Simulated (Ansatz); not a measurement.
Reaction (SMILES): N#P (N-P) + 3 [H][H] (H2) → N (NH3) + P (PH3)
B3LYP-D3(BJ)/def2-TZVP geometries, fixed; electronic energies without zero-point terms.
Largest species:
```
N
H 1 1.0136
H 1 1.0136 2 107.33
H 1 1.0136 2 107.33 3 -115.09
```
Charge 0, spin multiplicity 1.

Basis-set convergence of the energy of full hydrogenation at B3LYP with Ansatz (an electronic-structure program). All functions are spherical. The program fits the integrals of some runs and decomposes those of others, by size. No added dispersion term, no relativity. Functions are those of the species that has most. Reference: the value in pcseg-4, -68.93 kcal/mol, itself unsure by roughly 0.09 kcal/mol (its mean distance from aug-pcseg-3, aug-cc-pV(Q+d)Z, cc-pV(5+d)Z). Deviations are taken from unrounded values.

```tsv
basis	functions	energy of full hydrogenation (kcal/mol)	minus reference (kcal/mol)
STO-3G	14	-56.22	12.71
3-21G	22	-59.22	9.71
def2-SVP	33	-72.35	-3.41
pcseg-1	33	-68.16	0.77
def2-SVPD	48	-80.03	-11.10
pcseg-2	76	-69.88	-0.95
cc-pV(T+d)Z	81	-67.74	1.19
6-311++G(3df,3pd)	101	-69.34	-0.40
aug-cc-pV(T+d)Z	124	-69.44	-0.51
def2-QZVPP	160	-68.83	0.11
def2-QZVPPD	175	-68.97	-0.04
aug-cc-pV(Q+d)Z	227	-69.07	-0.13
cc-pV(5+d)Z	265	-68.86	0.07
```

The smallest set listed that lies within 2 kcal/mol of the reference with all its larger relatives (same family, alike in diffuse functions; a set with none counts only in the reference's own line) is pcseg-1 (33 functions, 0.77 kcal/mol off). Inside, with no larger relative to test it: 6-311++G(3df,3pd), def2-QZVPP, def2-QZVPPD. (Relatives not listed, tested too: cc-pV(Q+d)Z 0.66, pcseg-3 -0.22, pcseg-4 0.00 kcal/mol.)
